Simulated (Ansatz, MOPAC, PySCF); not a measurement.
Species: trans-butane, C4H10, net charge 0, singlet state. SMILES: CCCC
Coordinates optimised at B3LYP-D3(BJ)/def2-TZVP (Ansatz, a quantum-chemistry and plane-wave program):
```
C
H 1 1.0951
H 1 1.0951 2 106.04
C 1 1.5258 2 109.59 3 -118.21
H 4 1.0916 1 111.56 2 57.99
H 4 1.0928 5 107.74 1 -122.14
H 4 1.0928 5 107.74 6 -115.73
C 1 1.5272 2 109.10 3 117.38
H 8 1.0951 1 109.10 2 180.00
H 8 1.0951 9 106.04 1 117.38
C 8 1.5258 9 109.59 10 118.21
H 11 1.0916 8 111.56 9 -57.99
H 11 1.0928 12 107.74 8 122.14
H 11 1.0928 12 107.74 13 115.73
```

Quantity: enthalpy of formation at 298 K, in kcal/mol. Set-up: 6-31G* and kin with 6d, 5d where marked; no dispersion term unless named; UHF or UKS for open shells; frozen cores in correlated levels; non-relativistic; 6-311+G** with 5d; no spin-orbit coupling. CBS(X,Y): correlation extrapolated as X^-3; Hartree-Fock from the larger set. [CCSD(T)-MP2]/basis is that difference in the basis named. First-principles rows: single points at B3LYP-D3(BJ) geometries (Ansatz), with unscaled harmonic terms from B3LYP/6-31G* at its own minima, enthalpies of formation by atomisation with measured atoms. Semi-empirical rows: MOPAC heats of formation at their own minima for 298 K.

Measured values: Active Thermochemical Tables 1.112 (ions: stationary electron), as tabulated in the package chemicals; they hold spin-orbit and core effects, anharmonicity and other conformers. 

Value to compare with, the measured value: -30.1 kcal/mol.

```
level                                              program  enthalpy of formation at 298 K (kcal/mol)  error
-------------------------------------------------  -------  -----------------------------------------  -----
AM1                                                  MOPAC                                      -31.2   -1.1
MNDO                                                 MOPAC                                      -29.8    0.3
HF/6-311+G**                                        Ansatz                                      278.9  309.0
PBE/3-21G                                           Ansatz                                      -47.5  -17.4
PBE/6-31G*                                          Ansatz                                      -47.9  -17.8
BLYP/6-31G*                                         Ansatz                                      -14.4   15.7
B3LYP/6-31+G*                                       Ansatz                                      -16.8   13.3
PBE0/6-311+G**                                      Ansatz                                      -26.5    3.6
B3PW91/6-31G* (5d)                                   PySCF                                      -32.1   -2.0
wB97X-V/def2-TZVPD                                  Ansatz                                      -27.7    2.4
RI-MP2/CBS(cc-pVTZ,cc-pVQZ)+[CCSD(T)-MP2]/cc-pVTZ   Ansatz                                      -28.7    1.4
```

Among the 9 habitual levels, HF/6-311+G** lies farthest from the measured value (309.0 kcal/mol); 5 of 9 lie above it, and their mean absolute error is 42.2 kcal/mol, the median 13.3. One case shows no general order.

The levels are drawn from those run, B3LYP/6-31G* more often than the rest, none by its result; runs whose electronic state is in doubt are left out.
